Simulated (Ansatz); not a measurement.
A made-up structure of CH2ClSi (charge +1), singlet:

Si1  (0.452, -0.739, 0.414)
C2  (-0.353, 0.577, -0.323)
Cl3  (1.456, -2.378, 1.332)
H4  (-1.035, 0.307, -1.089)
H5  (-0.089, 1.529, 0.061)
(Å)

It is relaxed with PBE-D4/def2-SVP and then PBE0-D4/def2-TZVP (Ansatz 0.2.0). Atoms count as bonded within 1.22 times the sum of their covalent radii (H–H: 0.88 Å). The end point is not checked to be a true minimum.

Does its bonding change? (A judgement: the text doesn't fix the answer.)

Computed: No: no bond forms or breaks.

Where it ends: The first stage lowers the energy by 0.36 eV in 5 steps. It ends as CH₂ClSi ([CH2][Si][Cl]), total charge +1:
```
atom    x (Å)    y (Å)    z (Å)
 Si1   0.1539  -0.8074   0.7317
  C2  -0.1487   0.4737  -0.3815
 Cl3   1.4911  -2.1792   1.0918
  H4  -0.9838   0.3215  -1.0722
  H5  -0.0816   1.4878   0.0241
```

Labels in which every atom is bracketed show which atoms are joined, not bond orders.

For scale, one of the runs: PBE0-D4/def2-TZVP relaxation, 117 basis functions, launched by `ansatz run in.yaml --threads 2 --pin off --events-out ev --progress --plain --max-ram 4352MiB`. The run took about 25 s on 2 CPU threads of an Arm Neoverse V1 (shared host).
